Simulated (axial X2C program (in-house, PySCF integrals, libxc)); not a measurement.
## Bond lengths and stretching modes, held linear, of OSiO²⁺

Computed with an in-house all-electron X2C program for linear molecules (integrals from PySCF): two-component X2C with atomic mean-field Coulomb and Gaunt terms, Gaussian nuclei, basis O dyall-av3z, Si dyall-v3z with contracted cores. Spin-free rows use the one-electron spin-free X2C Hamiltonian.

Masses O 15.995, Si 27.977, O 15.995 u. States: 2c Ω = 3 (beyond evenly filled blocks: 2 × ω = 3/2); spin-free M_S = 1, Λ = 2 (beyond evenly filled blocks: 2 × π+α, 2 × π+β, 2 × π-α).

HF, spin-free: energies above the lowest point

```tsv
r(O–Si) (Å)	r(Si–O) (Å)	E (meV)
1.5931	1.5931	0.00
1.5931	1.6340	28.48
1.5931	1.6748	106.05
1.6340	1.5931	28.48
1.6340	1.6340	57.53
1.6340	1.6748	135.94
1.6340	1.7157	248.93
1.6748	1.5931	106.05
1.6748	1.6340	135.94
1.6748	1.6748	215.62
1.7157	1.6340	248.93
1.7157	1.7157	448.24
```

**Question.** Fit a quadratic surface with cubic terms in each bond: where is the minimum, and what are the two stretching wavenumbers?

**Answer.** At HF, spin-free: bonds 1.595 and 1.595 Å; harmonic stretches 820.8 and 1174.9 cm⁻¹; force constants 6.21, 6.21 and coupling 0.14 mdyn/Å.

The other levels and Hamiltonians give:

```tsv
Hamiltonian	level	r(O–Si) (Å)	r(Si–O) (Å)	lower stretch (cm⁻¹)	upper stretch (cm⁻¹)
2c	PBE0	1.632	1.632	747.3	1102.6
2c	HF	1.595	1.595	820.7	1174.7
2c	B3LYP	1.640	1.640	727.2	1074.2
spin-free	PBE0	1.632	1.632	747.3	1102.7
spin-free	B3LYP	1.640	1.640	727.2	1074.3
```

Each state is one determinant, the lowest of a limited PBE0 search; the stretches come from a fit to these few points and carry an uncertainty of a few per cent. Other orders of the atoms were not compared. Left out for rough or failed fits: MP2 2c, MP2 spin-free. A multiply charged ion may be only metastable. The molecule was held linear; bending was not examined, so a bent shape may lie lower. Open-shell Ω = 0 determinants with evenly filled partner blocks cannot be reached by this program, so the Ω shown need not be the lowest component. Note: functional without a current term on a determinant with orbital currents, of the molecule or an atom. Note: several unpaired electrons, one determinant need not be a pure state.
